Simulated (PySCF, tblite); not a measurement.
# 1,2-Dimethyl-1,2-Diazetidine (C₄H₁₀N₂): geometry, infrared bands, NMR shifts, spin-spin couplings, electronic excitations and core binding energies

What infrared bands, NMR shifts, spin-spin couplings, electronic excitations and core binding energies should 1,2-Dimethyl-1,2-Diazetidine (C₄H₁₀N₂) (`CN1CCN1C`) show?

Computed with tblite 0.8.0 and PySCF 2.14.0, with density-fitted response routines of our own, on a single molecule in the gas phase. Atoms are numbered from 0 throughout.

**1. Starting geometry**

16 atoms, charge 0, multiplicity 1; geometry from: force field or distance geometry start.

Bonds of the start (Å): C0–N1 1.45, N1–C2 1.43, C2–C3 1.52, C3–N4 1.45, N4–C5 1.43, N4–N1 1.40, C0–H6 1.13, C0–H7 1.11, C0–H8 1.10, C2–H9 1.10, C2–H10 1.12, C3–H11 1.11, C3–H12 1.09, C5–H13 1.11, C5–H14 1.12, C5–H15 1.11.

**2. Optimising the geometry with GFN2-xTB**

Job settings and geometry (Å):

```
{"job": {"kind": "relax", "xc": "GFN2-xTB", "basis": "xTB"}, "charge": 0, "multiplicity": 1}
C     -1.705800    -0.840000    -0.142100
N     -0.600600    -0.151700     0.491000
C     -0.534400     1.265100     0.294200
C      0.578800     1.009300    -0.708100
N      0.541900    -0.374500    -0.289200
C      1.654000    -0.890700     0.438000
H     -2.037200    -0.301500    -1.073600
H     -1.326900    -1.846900    -0.400900
H     -2.523300    -0.985000     0.581100
H     -0.162400     1.822700     1.167200
H     -1.455000     1.728000    -0.153900
H      0.193600     1.217500    -1.725100
H      1.488800     1.572500    -0.491600
H      2.584500    -0.297500     0.368100
H      1.377500    -0.994800     1.519400
H      1.918900    -1.923500     0.113900
```

On the command line:

```console
$ OMP_NUM_THREADS=1 python probes_run.py task.json out
```

This one command runs all jobs of the session in turn.

**Question.** This job is followed by: GFN2-xTB harmonic vibrations, gas phase; PBE0-D3(BJ)/def2-SVP geometry optimisation, gas phase; GIAO PBE0/pcSseg-1 NMR shielding, non-relativistic, gas phase; B3LYP/pcJ-1 indirect spin-spin coupling, non-relativistic, gas phase; TDDFT CAM-B3LYP/def2-SVPD, vertical, gas phase, core orbitals frozen in the response; GIAO wB97X-D/pcSseg-2 NMR shielding, non-relativistic, gas phase; delta-SCF UKS SCAN, pcX-2 on the ionised atom, pcseg-1 elsewhere, spin-free X2C. Predict these results of the whole session: strongest single infrared mode (GFN2-xTB); zero-point energy (GFN2-xTB); point group; rotational constants (main isotopes); 13C shifts against TMS (PBE0/pcSseg-1, means over atoms taken as alike); 1H shifts against TMS (PBE0/pcSseg-1, means over atoms taken as alike); 15N shifts against NH3 (PBE0/pcSseg-1, means over atoms taken as alike); largest coupling of the table (B3LYP/pcJ-1); lowest singlet (CAM-B3LYP/def2-SVPD); brightest single state of those computed; lowest triplet; vertical ionisation energy (ΔSCF); C1s binding energies, SCAN/pcX-2; N1s binding energies, SCAN/pcX-2; range of the shift of N1.

As calculated:

| quantity | value |
| --- | --- |
| strongest single infrared mode (GFN2-xTB) | 2887 cm⁻¹, 142 km/mol |
| zero-point energy (GFN2-xTB) | 87.8 kcal/mol |
| point group | C2 |
| rotational constants (main isotopes) | 5.11, 3.85, 2.46 GHz |
| 13C shifts against TMS (PBE0/pcSseg-1, means over atoms taken as alike) | 52.3, 46.6 ppm |
| 1H shifts against TMS (PBE0/pcSseg-1, means over atoms taken as alike) | 2.89, 2.21 ppm |
| 15N shifts against NH3 (PBE0/pcSseg-1, means over atoms taken as alike) | 117.6 ppm |
| largest coupling of the table (B3LYP/pcJ-1) | 1J(C,H) C2–H9, 148.9 Hz |
| lowest singlet (CAM-B3LYP/def2-SVPD) | 5.83 eV (213 nm), f = 0.000 |
| brightest single state of those computed | state 4, 6.91 eV, f = 0.099 |
| lowest triplet | 5.64 eV |
| vertical ionisation energy (ΔSCF) | 7.77 eV |
| C1s binding energies, SCAN/pcX-2 | C2 291.28, C0 291.10 eV |
| N1s binding energies, SCAN/pcX-2 | N1 404.94 eV |
| range of the shift of N1 | 113.9 to 117.6 ppm |

Relaxing lowered the energy by 0.553 eV in 87 steps; the close pair that moved most is N1–N4, from 1.401 to 1.473 Å (GFN2-xTB). No mode is imaginary among the 42: a minimum at this level. Unscaled tight-binding wavenumbers are off by several per cent, some by more. Its intensities can rank the bands wrongly. The optimisation took 7 steps and gained 0.227 eV; among the close pairs (by a distance rule), C3–H12 changed most, from 1.052 to 1.108 Å (PBE0/def2-SVP). The most deshielded carbon is C2, C3 (mean) (sp3 CH2 bonded to N), at 52.3 ppm: pulled downfield by the heteroatom. At PBE0/pcSseg-1: The largest span, 177 ppm, is at N1, N4, where the paramagnetic term is -173 ppm. Of the pairs tabulated at B3LYP/pcJ-1, C2–H9 (mean over like pairs) couples most strongly (148.9 Hz; Fermi contact 147.7 Hz). Couplings across rotatable bonds belong to this one conformer; where others are populated, the observed values are averages. At CAM-B3LYP/def2-SVPD, the highest states lie near or above the ionisation energy, where they hang on the basis. The orbital energy would give 7.05 eV for ionisation, ΔSCF gives 7.77 eV. Across the 2 runs the shift of N1 (with its like atoms) moves most, between 113.9 (wB97X-D/pcSseg-2) and 117.6 ppm (PBE0/pcSseg-1).
